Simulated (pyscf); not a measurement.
This saddle point was located with ωB97X-D3(BJ)/def2-SVP in PySCF.

```xyz
7

Cl    -0.3120     1.1571     1.7941
In    -1.8626    -0.0430     0.0379
Cl    -1.5026    -2.3160     0.4471
H     -3.3554     0.7576    -0.0447
S      0.1437     0.6950    -1.2754
H      0.2738     1.1311     0.4304
H      0.7388    -0.5068    -1.1273
```
Charge 0, spin multiplicity 1.

Surface: singlet, charge 0. Lowest wavenumbers (cm⁻¹): 573i, 85, 90, 210, 340.

**Question.** Name the species on either side of this saddle.

**Answer.** Cl–InH–Cl + H₂S <-> HCl + HS–InH–Cl, a four-centre exchange read from left to right: Cl–In, H–S broken and Cl–H, In–S formed. At ωB97M-D3(BJ)/def2-TZVP it lies +0.15 eV from the left side and -0.11 eV from the right (each side as separated species at their lowest minima found). On the reactant side the descent ends in an adduct with a In–S contact, 0.80 eV under the separated species and 0.73 eV under the saddle at ωB97X-D3(BJ)/def2-TZVP. On the product side the descent ends in an adduct with a Cl–In contact, 0.40 eV under the separated species and 0.11 eV under the saddle at ωB97X-D3(BJ)/def2-TZVP. At ωB97M-D3(BJ) the saddle lies under the separated products, which points to a path from their complex (located at ωB97X-D3(BJ) alone), and parting the products costs more than the saddle. What is counted as formed (In–S) is already present as a longer contact in the reactant adduct; forming that adduct is a step of its own. What is counted as broken (Cl–In) persists as a longer contact in the product adduct; parting that adduct is a step of its own. At ωB97X-D3(BJ)/def2-TZVP the barrier from the zero used here is -0.07 eV. This is the saddle that the search found; another between the same sides may lie lower. Elements past Kr carry the def2 core potentials, without spin-orbit coupling.
